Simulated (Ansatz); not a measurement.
## Smallest direct gap on the k points sampled of Ba2SnSe4 (P2₁/c, No. 14) at several levels of theory

No measured value is used here.

| level (code) | value (eV) |
|---|---|
| LDA (Ansatz) | 1.27 |
| PBE (Ansatz) | 1.45 |
| PBEsol (Ansatz) | 1.37 |
| r²SCAN (Ansatz) | [?] |
| HSE06 (Ansatz) | 2.26 |
| PBE0 (Ansatz) | [?] |

Q: Fill in the missing entries.

A: 
- r²SCAN (Ansatz, an electronic-structure program), value (eV): 1.82
- PBE0 (Ansatz), value (eV): 2.91

Computed values are for a static lattice. Spin–orbit coupling is included only where a level's name says +SOC; with heavier elements it mostly lowers gaps and can invert bands.  Values are at a fixed cell, not relaxed at this level and not confirmed as the measured one. Cutoffs and k meshes differ between the levels. Ansatz's density-functional and Hartree–Fock values are scalar-relativistic unless marked +SOC, with PAW data made under PBE.
